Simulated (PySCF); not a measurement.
Input file for PySCF: R-M06-2X/def2-TZVPPD on CH4 (SMILES C).

```python
from pyscf import gto, dft

mol = gto.M(
    atom='''
    C    -0.00000000    0.00000000    1.80727900
    H    -0.00000000    1.02664300    1.44240000
    H    -0.88909900   -0.51332200    1.44240000
    H    -0.00000000    0.00000000    2.89684300
    H     0.88909900   -0.51332200    1.44240000
    ''',
    basis='def2-tzvppd',
    charge=0, spin=0, verbose=4, max_memory=1800)
mf = dft.RKS(mol, xc='m062x').density_fit(auxbasis='def2-universal-jkfit')
mf.grids.level = 4
mf.conv_tol = 1e-9
mf.max_cycle = 150
mf.kernel()
mf.dip_moment()
```

Output:

```
PySCF version 2.14.0

[INPUT] verbose = 4
[INPUT] num. atoms = 5
[INPUT] num. electrons = 10
[INPUT] charge = 0
[INPUT] spin (= nelec alpha-beta = 2S) = 0
[INPUT] symmetry False subgroup None
[INPUT] Mole.unit = angstrom
[INPUT] Symbol           X                Y                Z      unit          X                Y                Z       unit  Magmom
[INPUT]  1 C      0.000000000000   0.000000000000   1.807279000000 AA    0.000000000000   0.000000000000   3.415262340678 Bohr   0.0
[INPUT]  2 H      0.000000000000   1.026643000000   1.442400000000 AA    0.000000000000   1.940074097702   2.725740962073 Bohr   0.0
[INPUT]  3 H     -0.889099000000  -0.513322000000   1.442400000000 AA   -1.680153607625  -0.970037993714   2.725740962073 Bohr   0.0
[INPUT]  4 H      0.000000000000   0.000000000000   2.896843000000 AA    0.000000000000   0.000000000000   5.474239895863 Bohr   0.0
[INPUT]  5 H      0.889099000000  -0.513322000000   1.442400000000 AA    1.680153607625  -0.970037993714   2.725740962073 Bohr   0.0

nuclear repulsion = 13.4408387492094
number of shells = 41
number of NR pGTOs = 128
number of NR cGTOs = 105
basis = def2-tzvppd
ecp = {}


******** <class 'pyscf.df.df_jk.DFRKS'> ********
method = DFRKS
initial guess = minao
damping factor = 0
level_shift factor = 0
DIIS = <class 'pyscf.scf.diis.CDIIS'>
diis_start_cycle = 1
diis_space = 8
diis_damp = 0
SCF conv_tol = 1e-09
SCF conv_tol_grad = None
SCF max_cycles = 150
direct_scf = False
XC library pyscf.dft.libxc version 7.1.2
    S. Lehtola, C. Steigemann, M. J. T. Oliveira, and M. A. L. Marques,  SoftwareX 7, 1–5 (2018)
XC functionals = m062x
    Y. Zhao and D. G. Truhlar,  Theor. Chem. Acc. 120, 215 (2008)
    Y. Zhao and D. G. Truhlar,  Theor. Chem. Acc. 120, 215 (2008)
radial grids:
    Treutler-Ahlrichs [JCP 102, 346 (1995); DOI:10.1063/1.469408] (M4) radial grids

becke partition: Becke, JCP 88, 2547 (1988); DOI:10.1063/1.454033
pruning grids: <function nwchem_prune>
grids dens level: 4
symmetrized grids: False
atomic radii adjust function: <function treutler_atomic_radii_adjust>
small_rho_cutoff = 0
Set gradient conv threshold to 3.16228e-05
Initial guess from minao.
tot grids = 91440
******** <class 'pyscf.df.df.DF'> ********
auxbasis = def2-universal-jkfit
init E= -40.3285838059462
  HOMO = -0.460016228877643  LUMO = 0.00699931089021177  gap/eV = 12.70814
cycle= 1 E= -40.4915586057588  delta_E= -0.163  |g|= 0.207  |ddm|= 1.18
  HOMO = -0.422617711794528  LUMO = 0.0276227273601819  gap/eV = 12.25167
cycle= 2 E= -40.4953122285422  delta_E= -0.00375  |g|= 0.165  |ddm|= 0.217
  HOMO = -0.457988263324127  LUMO = 0.0242202760778127  gap/eV = 13.12156
cycle= 3 E= -40.5019444125107  delta_E= -0.00663  |g|= 0.00946  |ddm|= 0.0845
  HOMO = -0.455657152113965  LUMO = 0.0244840383511722  gap/eV = 13.06531
cycle= 4 E= -40.5019672896041  delta_E= -2.29e-05  |g|= 0.000508  |ddm|= 0.0144
  HOMO = -0.455561862772951  LUMO = 0.0244918695046366  gap/eV = 13.06293
cycle= 5 E= -40.5019673933035  delta_E= -1.04e-07  |g|= 3.72e-05  |ddm|= 0.00193
  HOMO = -0.455564526236253  LUMO = 0.0244902809843452  gap/eV = 13.06296
cycle= 6 E= -40.5019673940617  delta_E= -7.58e-10  |g|= 4.13e-06  |ddm|= 0.000242
  HOMO = -0.455565523161047  LUMO = 0.0244900524054188  gap/eV = 13.06298
Extra cycle  E= -40.5019673940683  delta_E= -6.56e-12  |g|= 2.08e-06  |ddm|= 2.18e-05
converged SCF energy = -40.5019673940683
Dipole moment(X, Y, Z, Debye): -0.00000,  0.00002, -0.00154
```

The calculation finished and met its thresholds.

Cost: roughly 6 core-seconds.
